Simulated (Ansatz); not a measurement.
# C2H4N2O: how energies converge with the basis set

Aim: see how fast density functionals converge with the basis set for C2H4N2O.

Method: one geometry, several basis sets; program: Ansatz 0.2.0, Gaussian basis.

Plan: PBE0-D4/def2-SVP; ωB97M-V/def2-SVP; PBE0-D4/def2-QZVPP; ωB97M-V/def2-QZVPP; the functionals' def2-TZVPP values are taken from earlier runs.

## Step 1: Structure used throughout

The geometry comes from an earlier relaxation with PBE0-D4 in a triple-zeta def2 set; it is a stationary point, not always the lowest conformer.

SMILES `NC1(O)C=N1`, 9 atoms, charge 0, spin multiplicity 1.

Atoms are counted from 1 here; the program's logs count them from 0.

Bond lengths: N1–C2 1.408 Å, N1–H6 1.012 Å, N1–H7 1.009 Å, C2–O3 1.380 Å, C2–C4 1.426 Å, C2–N5 1.495 Å, O3–H8 0.961 Å, C4–N5 1.268 Å, C4–H9 1.088 Å. Angles: C2–N1–H6 110.5°, C2–N1–H7 111.6°, H6–N1–H7 110.0°, N1–C2–O3 108.5°, N1–C2–C4 123.7°, N1–C2–N5 122.2°, O3–C2–C4 123.0°, O3–C2–N5 117.3°, C4–C2–N5 51.4°, C2–O3–H8 107.9°, C2–C4–N5 67.1°, C2–C4–H9 156.2°, N5–C4–H9 136.7°, C2–N5–C4 61.5°.

## Step 2: PBE0-D4 in def2-SVP

File in.yaml:

```yaml
crystal:
  periodic: [false, false, false]
  atoms:
    - {symbol: N, position_ang: [0.116057, -0.098536, -1.375917]}
    - {symbol: C, position_ang: [0.173569, -0.027972, 0.028759]}
    - {symbol: O, position_ang: [1.499294, -0.016977, 0.413530]}
    - {symbol: C, position_ang: [-0.881795, -0.458977, 0.886210]}
    - {symbol: N, position_ang: [-0.779300, 0.803787, 0.824956]}
    - {symbol: H, position_ang: [0.758820, 0.564949, -1.790075]}
    - {symbol: H, position_ang: [-0.819107, 0.066488, -1.717962]}
    - {symbol: H, position_ang: [1.541942, 0.299103, 1.320046]}
    - {symbol: H, position_ang: [-1.520979, -1.178163, 1.393353]}
basis:
  gaussian: {orbitals: def2-SVP}
hamiltonian: {xc: pbe0, dispersion: d4}
output: {orbitals: {seedname: orbitals}}
```

Launch:

```console
ansatz run in.yaml --threads 2 --pin off --events-out ev --progress --plain --max-ram 4352MiB
```

After this run come: ωB97M-V in def2-SVP; PBE0-D4 in def2-QZVPP; ωB97M-V in def2-QZVPP.

Q: Predict the results of all the runs planned. Wanted: PBE0-D4: double and triple zeta above quadruple; ωB97M-V: double and triple zeta above quadruple.

The runs gave:

| quantity | value |
| --- | --- |
| PBE0-D4: double and triple zeta above quadruple | 8.71, 0.41 eV |
| ωB97M-V: double and triple zeta above quadruple | 8.96, 0.39 eV |

**Reading.** For PBE0-D4 the step from double to triple zeta gains 8.30 eV and the next only 0.41 eV. These are total energies; as a rule much of such shifts cancels in differences, which this series doesn't test. The LUMO of ωB97M-V is positive and keeps falling with the basis (1.87 to 1.33 eV): an unbound level that the basis holds in place.
